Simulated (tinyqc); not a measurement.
Orbital energy against energy difference: ionisation energy by orbital energies and by energy differences in the 6-31g basis, for H2O, spin multiplicity 1. Computed by the program tinyqc with PySCF. 

Geometry (angstrom):
```
atom       x        y       z
O     0.0000   0.0000  0.0000
H     0.0000   0.6740  0.6380
H     0.0000  -0.6740  0.6380
```

CCSD(T) difference in the same basis = 12.0984 eV

IP-EOM-CCSD = 11.8655 eV

The cation is unrestricted; errors are against CCSD(T) in this basis, not against experiment.

First vertical ionisation energy (eV):
```
method     -e(HOMO)  E(cation) - E  error of -e(HOMO)  error of the difference
HF          13.8265      11.209917             1.7281                  -0.8885
LDA          6.4396      12.934121            -5.6589                   0.8357
PBE          6.3590      12.616680            -5.7394                   0.5183
B3LYP        8.1227      12.679266            -3.9757                   0.5808
PBE0         8.4860      12.561389            -3.6124                   0.4630
CAM-B3LYP   10.0159      12.669114            -2.0825                   0.5707
LC-wPBE     11.4454      12.697612            -0.6530                   0.5992
```

Koopmans errs by +1.73 eV and Delta-HF by -0.89 eV: relaxation, 2.62 eV, lowers the value and the missing correlation difference works against it. The PBE level is off by -5.7 eV through the wrong tail of its potential, though its energy difference is off by +0.52 eV; exact exchange deepens the level, and among the orbital energies LC-wPBE comes closest; among the differences PBE0 does.
